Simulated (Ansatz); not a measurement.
**SiS (singlet): the correlation ladder, cc-pVDZ**

The task here is to estimate one member of a computed series from the others.

Method: cc-pVDZ, core rule «outside noble gas», up to 10 orbitals frozen; program: Ansatz 0.2.0, Gaussian basis.

To be run: UHF; CCSD(T) on RHF; BCCD(T) on RHF; CISD; CCSDT(Q) on RHF; CCSDTQ on RHF; CASSCF and MRCISD+Q, 10 electrons in 8 orbitals; CASSCF and NEVPT2, 10 electrons in 8 orbitals.

10 further runs of the same task are left out: 3 that didn't finish, 7 set aside as unsound or not needed. Runs told in other sessions of the task aren't counted.

## The system

The geometry is a PBE0/def2-TZVP stationary point (not a proven minimum).

2 atoms, charge 0, spin multiplicity 1.

Atoms are counted from 1 here; the program's logs count them from 0.

Bond lengths: Si1–S2 1.930 Å.

The first run:

in.yaml reads:

```yaml
crystal:
  periodic: [false, false, false]
  atoms:
    - {symbol: Si, position_ang: [0.000000, 0.000000, 0.000000]}
    - {symbol: S, position_ang: [0.000000, 0.000000, 1.930000]}
basis:
  gaussian: {orbitals: cc-pVDZ}
magnetization: {spin_polarized: true, initial_magnetization: 0}
hamiltonian: {xc: hf}
output: {orbitals: {seedname: orbitals}}
```

Command:

```console
> ansatz run in.yaml --threads 1 --pin off --events-out ev --progress --plain --max-ram 2393MiB
```

Among the steps run: UHF; CCSD(T) on RHF; BCCD(T) on RHF; CISD; CCSDT(Q) on RHF; CCSDTQ on RHF; CASSCF and MRCISD+Q, 10 electrons in 8 orbitals; CASSCF and NEVPT2, 10 electrons in 8 orbitals.

One of the session's tables, all rows but one given; the rest of the session is left out.

| method | from RCCSDTQ (meV) |
| --- | --- |
| RHF | +6474.8 |
| RMP2 | ? |
| CISD | +854.8 |
| RCCSD | +344.3 |
| RCCSD(T) | +49.7 |
| BCCD(T) | +50.0 |
| RCCSDT | +24.2 |
| RCCSDT(Q) | -3.4 |
| RCCSDTQ | 0 |
| CASSCF valence | +4532.5 |
| NEVPT2 valence | +1038.2 |
| MRCISD valence | +370.8 |
| MRCISD+Q valence | +18.8 |

**Question.** Estimate the row for RMP2.

**Answer.** from RCCSDTQ (meV): +939.9. In the column «from RCCSDTQ (meV)» it lies between CISD (+854.8) and NEVPT2 valence (+1038.2).

With the free atoms at the same levels and basis (separate runs), the atomisation energy is 5.504 eV at RCCSDTQ, 5.476 eV at RCCSD(T), 3.644 eV at RHF.
